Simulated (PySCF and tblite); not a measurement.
The numbers below are computed, except where a source is named.
5 constitutional isomers of C₃H₆O₂:

```tsv
isomer	SMILES
A	[CH2:1]1[CH2:2][O:3][CH2:4][O:5]1
B	[CH3:1][CH2:2][O:3][CH:4]=[O:5]
C	[CH3:1][O:2][C:3]([CH3:4])=[O:5]
D	[OH:1][CH2:2][C@@H:3]1[CH2:4][O:5]1
E	[CH3:1][O:2][C@@H:3]1[CH2:4][O:5]1
```

Each isomer is a Boltzmann average at 298.15 K over at most 5 conformers: GFN2-xTB geometries, energies PBE0/def2-TZVP (IEF-PCM, acetonitrile) (D3(BJ) added where defined), GIAO shieldings wB97X-D/pcSseg-1 (IEF-PCM, acetonitrile), GFN2-xTB thermal terms. Programs: PySCF with density fitting and tblite.

(1) What shifts does each isomer give (ppm; of two unlike H on one atom, a is the less shielded)?

Shifts are unscaled: against experiment ¹³C can be off by 15 ppm or more and ¹H by 0.8 ppm. At least one structure keeps an imaginary mode at the tight-binding level. The search found a single conformer for at least one isomer; other rotamers may be missing.

Results:

(1) 
A: ¹H (against TMS): 5.16 (H4, 2H), 4.14 (H1/H2, 4H). ¹³C (against TMS): 100.5 (C4), 68.1 (C1/C2).

B: ¹H (against TMS): 8.19 (H4, 1H), 4.36 (H2, 2H), 1.46 (H1, 3H). ¹³C (against TMS): 171.4 (C4), 64.6 (C2), 16.7 (C1).

C: ¹H (against TMS): 3.93 (H1, 3H), 2.23 (H4, 3H). ¹³C (against TMS): 183.3 (C3), 55.5 (C1), 25.1 (C4).

D: ¹H (against TMS): 4.05 (H2a, 1H), 4.02 (H2b, 1H), 2.98 (H3, 1H), 2.79 (H4a, 1H), 2.60 (H4b, 1H). ¹³C (against TMS): 68.5 (C2), 51.4 (C3), 42.8 (C4). H not on carbon is left out.

E: ¹H (against TMS): 4.45 (H3, 1H), 3.75 (H1, 3H), 2.79 (H4a, 1H), 2.70 (H4b, 1H). ¹³C (against TMS): 77.4 (C3), 59.4 (C1), 46.9 (C4).
